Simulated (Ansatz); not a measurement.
We consider wurtzite MgTe, described by BLYP (Ansatz, a first-principles code, PAW).

Run with plane-wave cutoff 520 eV, 12×12×6 k mesh (along the axes of the cell as run), Fermi–Dirac smearing 0.01 eV, scalar-relativistic PAW data made under PBE.

Shape and atoms are relaxed at each volume.

The direct gap at Γ against volume; x = 100 ln(V/35.734 Å³). One gap is withheld.

```csv
V (Å³/atom),x,gap (eV)
34.305,-4.08,?
35.019,-2.02,2.369
35.734,0.00,2.275
36.449,1.98,2.185
37.163,3.92,2.098
```

**Question.** Fit a straight line to the rows shown, give the volume deformation potential and predict the withheld gap.

**Answer.** Means of the 4 rows: x̄ = 0.970, ȳ = 2.2317 eV. Σ(x − x̄)(y − ȳ) = -0.8941 and Σ(x − x̄)² = 19.604, so the slope is -0.0456 eV per unit of x, and dE_g/d ln V = -4.6 eV. At x = -4.08: 2.2317 + (-0.0456) × (-4.08 − (0.970)) = 2.462 eV. The run gives 2.467 eV, 0.005 eV above the line.

Spin–orbit coupling is not included; with these elements it can move the gap by several tenths of an eV or more.

Note: the bulk modulus comes from volumes at which shape and atoms were relaxed.
